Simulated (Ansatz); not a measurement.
System: trigonal Se. Method: PBE-D3(BJ) (Ansatz, a program for electronic structure, PAW).

Numerical settings: plane-wave cutoff 500 eV, 12×12×6 k mesh (along the axes of the cell as run), gaussian smearing 0.02 eV, scalar-relativistic PAW data made under PBE.

Cell (relaxed at this level):

```xyz
3
Lattice="2.0335 -3.5222 0.0000 2.0335 3.5222 0.0000 0.0000 0.0000 5.1287" Properties=species:S:1:pos:R:3 pbc="T T T"
Se     0.5031     0.8714     3.4191
Se     3.0609     0.0000     0.0000
Se     0.5031    -0.8714     1.7096
```

Question: Give the computed band gap.

Answer: 
- band gap = 0.52 eV (on the SCF k mesh)

Spin–orbit coupling is not included.

Cost on a shared machine: around 2.1 core-minutes (rough).
